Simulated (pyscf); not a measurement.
:HSi–SH (SMILES [SiH]S) [singlet] + HF (SMILES F) → H₂Si=S (SMILES [SiH2]=S) + HF (SMILES F) (concerted two-bond exchange; singlet surface; H–S, F–H broken, H–Si, F–H formed). Optimised with ωB97X-D3(BJ)/def2-SVP in PySCF. MP2 and CC: frozen core, UHF for open shells. ΔMP2 is the change of the MP2 total energy from the triple- to the quadruple-zeta basis. Energies in kJ/mol from the separated reactants.

| level | barrier | reaction energy |
|---|---|---|
| r²SCAN/def2-TZVP | 68.8 | -54.7 |
| B3LYP-D3(BJ)/def2-TZVP | 95.7 | -44.3 |
| M06-2X/def2-TZVP | ? | -40.4 |
| HF/def2-TZVP | 208.1 | -50.5 |
| MP2/def2-QZVPP | 104.3 | -61.0 |
| CCSD/def2-TZVPP | 143.9 | -43.0 |
| CCSD(T)/def2-TZVPP + ΔMP2(QZVPP) | ? | ? |

### Question
What belongs in the gaps?

### Answer

- M06-2X/def2-TZVP, barrier: 116.3
- CCSD(T)/def2-TZVPP + ΔMP2(QZVPP), barrier: 121.9
- CCSD(T)/def2-TZVPP + ΔMP2(QZVPP), reaction energy: -47.2

Of the functionals in the table, M06-2X is closest to CCSD(T)/def2-TZVPP + ΔMP2(QZVPP) in the barrier (5.6 kJ/mol apart) and r²SCAN least close (53.2 kJ/mol); that level has limits of its own. On the reactant side the descent ends in a complex, 21.6 kJ/mol under the separated species and 125.6 kJ/mol under the saddle at ωB97X-D3(BJ)/def2-TZVP. On the product side the descent ends in a complex, 31.5 kJ/mol under the separated species and 183.5 kJ/mol under the saddle at ωB97X-D3(BJ)/def2-TZVP. At ωB97X-D3(BJ) the barrier from the zero used here is 103.9 kJ/mol. This is the saddle that the search found; another between the same sides may lie lower. The CCSD(T) − MP2 part came from Ansatz, without density fitting, on the same reference.
